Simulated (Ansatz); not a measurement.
Reaction (substitution at a C–C bond): `C=CCC=O` + HCl → `O=CCCl` + `C=C`

Computed with Ansatz on PBE0-D4/def2-TZVP structures; ΔE is electronic, products minus reactants. CCSD(T)/CBS adds triple-zeta CCSD(T) − MP2 to the extrapolated MP2 energy (def2 sets, frozen cores). This one scheme is used for every species. DFT in def2-TZVPP. Each species was taken in one conformer, which may not be the lowest.

`C=CCC=O`:

```xyz
11

C    -0.838    1.664    0.278
C     0.153    0.833   -0.006
C    -0.036   -0.562   -0.488
C     0.761   -1.598    0.255
O     1.556   -1.365    1.122
H    -1.877    1.366    0.180
H    -0.648    2.674    0.622
H     1.182    1.157    0.119
H     0.265   -0.662   -1.543
H    -1.091   -0.863   -0.464
H     0.572   -2.644   -0.073
```

HCl:

```xyz
2

Cl    0.357    0.188   -0.496
H    -0.357   -0.188    0.496
```

`O=CCCl`:

Cartesian coordinates in Å:
```
O 1.307 -0.478 1.272
C 0.256 -0.506 0.702
C -0.076 0.440 -0.426
Cl -1.226 -0.295 -1.556
H -0.549 -1.218 0.976
H 0.830 0.721 -0.959
H -0.541 1.337 -0.009
```

`C=C`:

```xyz
6

C    -0.377    0.187    0.511
C     0.377   -0.187   -0.511
H    -1.092   -0.489    0.967
H    -0.311    1.183    0.933
H     1.092    0.489   -0.967
H     0.311   -1.183   -0.933
```

| level | ΔE (kJ/mol) | difference from CCSD(T)/CBS |
| --- | --- | --- |
| revPBE-D4 | 39.6 | -1.0 |
| B97M-V | 43.4 | 2.8 |
| r2SCANh-D4 | 42.1 | 1.5 |
| CAM-B3LYP-D4 | 41.3 | 0.7 |
| ωB97M-V | 40.1 | -0.5 |
| B2PLYP | 38.0 | -2.6 |
| PBE0 | 40.2 | -0.4 |
| RPA@PBE/def2-TZVPP | 39.5 | -1.1 |
| SCS-MP2/def2-QZVPP | 39.7 | -0.9 |
| HF/CBS(def2) | 35.2 | -5.4 |
| CCSD(T)/CBS | 40.6 | 0 |

Largest T1 diagnostic among the species: 0.013.

Leaving LDA and LC-ωPBE aside and taking each functional with its dispersion term where it has one, the values, not all of them listed here, spread over 7.9 kJ/mol, from BLYP-D4 to PBE-QIDH. LDA lies +12.9 kJ/mol from PBE without D4. In def2-TZVPP, CCSD(T) changes the Hartree–Fock value by +7.8 kJ/mol (the triples alone add −0.3 kJ/mol) and MP2 by +9.8 kJ/mol.

CCSD(T)/CBS has its own doubt, a few kJ/mol and more with outer-core shells, so smaller differences from it don't rank the levels.
